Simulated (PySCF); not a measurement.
## Partial charges of sulfuryl chloride

Species: sulfuryl chloride, Cl2O2S.
Z-matrix (Å and degrees, GFN2-xTB geometry), rows numbered from 1:
```
O 
S   1  1.4179
O   2  1.4179  1  120.74
Cl  2  2.0393  1  108.31  3   125.53
Cl  2  2.0384  1  108.27  3  -125.58
```

Density: PBE0/pcSseg-1 (PySCF); schemes: Mulliken, IAO, Hirshfeld and ESP-fitted. Isolated species at its GFN2-xTB geometry, gas phase.

Problem. Atoms with like bonding are taken together and averaged. For which atoms does the sign change between the 4 schemes (beyond +0.03 e in one, beyond −0.03 e in another)?

Solution. For none.

Problem. Which atoms carry the lowest charge in the Mulliken, IAO, Hirshfeld and ESP-fitted schemes?

Solution. All schemes agree: Mulliken O1/O3 (-0.406); IAO O1/O3 (-0.769); Hirshfeld O1/O3 (-0.244); ESP-fitted O1/O3 (-0.258).

Problem. At which atom do the 4 schemes differ most?

Solution. At S2: from +0.527 (Hirshfeld) to +1.936 e (IAO), 1.409 e apart.

Problem. Tabulate the Mulliken, IAO, Hirshfeld and ESP-fitted charges.

Solution. In e; atoms taken as equivalent share a row and are averaged (×n: the atom named and its like, n in all):

```json
{"atom": "O1/O3", "environment": "sulfonyl oxygen", "Mulliken": "-0.406", "IAO": "-0.769", "Hirshfeld": "-0.244", "ESP-fitted": "-0.258"}
{"atom": "S2", "environment": "sulfonyl sulfur", "Mulliken": "+0.962", "IAO": "+1.936", "Hirshfeld": "+0.527", "ESP-fitted": "+0.534"}
{"atom": "Cl4/Cl5", "environment": "chlorine bonded to S", "Mulliken": "-0.075", "IAO": "-0.199", "Hirshfeld": "-0.020", "ESP-fitted": "-0.010"}
```

Mean size of the charges over all atoms: IAO 0.774 e, Mulliken 0.385 e, ESP-fitted 0.214 e, Hirshfeld 0.211 e. Each set sums to the total charge, 0, to within 0.001 e. The Hirshfeld scheme weights the molecular density at each point by an atom's share of the summed free-atom densities. The ESP scheme is a least-squares fit of atom-centred charges to the potential on four shells outside the van der Waals surface, with the total charge fixed.

Problem. How many electrons does the ESP-fitted scheme count on O3?

Solution. Its own charge is -0.258 e, so Z − q = 8.258.

Problem. Sum the charges by element, for elements with more than one atom.

Solution. 
```tsv
element	atoms	Mulliken	IAO	Hirshfeld	ESP-fitted
O	2	-0.812	-1.538	-0.488	-0.515
Cl	2	-0.149	-0.398	-0.039	-0.019
```
